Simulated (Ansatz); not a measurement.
Energy needed to pull apart AlSiH2O (SMILES [O]1[Al][SiH2]1), doublet, into free ground-state atoms, from the structure below (displaced at random from a GFN2-xTB minimum); no zero-point or spin–orbit terms; open-shell atoms are treated unrestricted, in their ground-state multiplicity.

```json
{"atom": "O1", "x (Å)": "-0.1331", "y (Å)": "-0.0992", "z (Å)": "1.1462"}
{"atom": "Al2", "x (Å)": "1.3804", "y (Å)": "-0.9080", "z (Å)": "1.3304"}
{"atom": "Si3", "x (Å)": "-0.0428", "y (Å)": "0.0556", "z (Å)": "-0.4307"}
{"atom": "H4", "x (Å)": "-1.1242", "y (Å)": "-0.6242", "z (Å)": "-1.1556"}
{"atom": "H5", "x (Å)": "-0.0151", "y (Å)": "1.5189", "z (Å)": "-0.8354"}
```

Computed with Ansatz 0.2.0 (basis: def2-TZVPP); correlated methods freeze the cores; orbitals are unrestricted.

| method | atomization energy (kJ/mol) |
| --- | --- |
| PBE-D4 | 1547 |
| BLYP-D4 | 1529 |
| r2SCAN-D4 | 1552 |
| PBE0-D4 | ? |
| r2SCANh-D4 | 1537 |
| wB97M-V | ? |
| HF | 1088 |
| MP2 | 1513 |
| CCSD | 1455 |
| CCSD(T) | 1483 |

**Question.** What does wB97M-V give? (To be estimated.)

**Answer.** By the calculation: 1539 kJ/mol, which is about 56 kJ/mol more than CCSD(T)/def2-TZVPP.

**Question.** What does PBE0-D4 give? (To be estimated.)

**Answer.** Computed: 1513 kJ/mol, which is about 30 kJ/mol more than CCSD(T)/def2-TZVPP.

In triple zeta the MP2 and coupled-cluster atomization energies are still short of their basis limit by a few kcal/mol a bond, whereas those of the functionals are nearly converged, so these differences are not deviations from converged CCSD(T).

No T1 diagnostic of these runs exceeds 0.030. ⟨S²⟩ of the unrestricted Hartree–Fock references: 0.85 (a pure state has 0.75). The unrestricted reference is spin-contaminated, which hurts MP2 most.

For scale, one of the runs: CCSD(T)/def2-TZVPP forces, 143 basis functions (an equivalent command: `ansatz run in.yaml --threads 4`). The run took 79 s on 4 CPU threads (shared host), with 3.1 GiB of host memory at its peak.
